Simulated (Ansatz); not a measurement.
# CHO2−: one structure at several levels

An exercise on one series of results from a longer session: the logs are not shown, and one member is left open.

Computed with Ansatz 0.2.0, Gaussian basis. Level: single points in def2-TZVPPD.

Cores are frozen in the correlated methods.

**The system as given**

SMILES `O=C[O-]`, 4 atoms, charge -1, spin multiplicity 1.

Atoms are counted from 1 here; the program's logs count them from 0.

Bond lengths: O1–C2 1.092 Å, C2–O3 1.249 Å. Angles: O1–C2–O3 135.4°.

As a file:

```xyz
4
charge -1, multiplicity 1
O    -1.15740   -0.14320    0.34680
C    -0.08390   -0.08430    0.15690
O     0.84070   -0.91120    0.01190
H     0.28700    1.07050   -0.50750
```

Set-up of the first run:

run/in.yaml reads:

```yaml
crystal:
  periodic: [false, false, false]
  atoms:
    - {symbol: O, position_ang: [-1.157400, -0.143200, 0.346800]}
    - {symbol: C, position_ang: [-0.083900, -0.084300, 0.156900]}
    - {symbol: O, position_ang: [0.840700, -0.911200, 0.011900]}
    - {symbol: H, position_ang: [0.287000, 1.070500, -0.507500]}
basis:
  gaussian: {orbitals: "def2-TZVPPD.json"}
total_charge: -1
correlation: {method: ccsd_t}
output: {forces: true}
```

The basis file named in the input lies beside it (Basis Set Exchange, JSON).

No record of the launch command was kept for these runs.

Among the steps run: CCSD(T)/def2-TZVPPD; PBE0-D4/def2-TZVPPD; wB97M-V/def2-TZVPPD; r2SCAN-D4/def2-TZVPPD; PBE-D4/def2-TZVPPD; CAM-B3LYP-D4/def2-TZVPPD; SPW92/def2-TZVPPD.

One table of the session follows, with a row left open; its other results are not shown here.

```
      method  RMS force component (eV/Å)  angle to CCSD(T) forces (°)
     CCSD(T)                       6.578                    reference
     PBE0-D4                       6.301                          2.5
     wB97M-V                       6.317                          1.7
   r2SCAN-D4                       6.347                          1.7
      PBE-D4                       6.558                          1.9
CAM-B3LYP-D4                       6.222                          2.4
       SPW92                           ?                            ?
```

Estimate the missing values for SPW92.

The run gave: RMS force component (eV/Å): 6.294; angle to CCSD(T) forces (°): 2.3. In the column «RMS force component (eV/Å)» it lies between CAM-B3LYP-D4 (6.222) and PBE0-D4 (6.301).
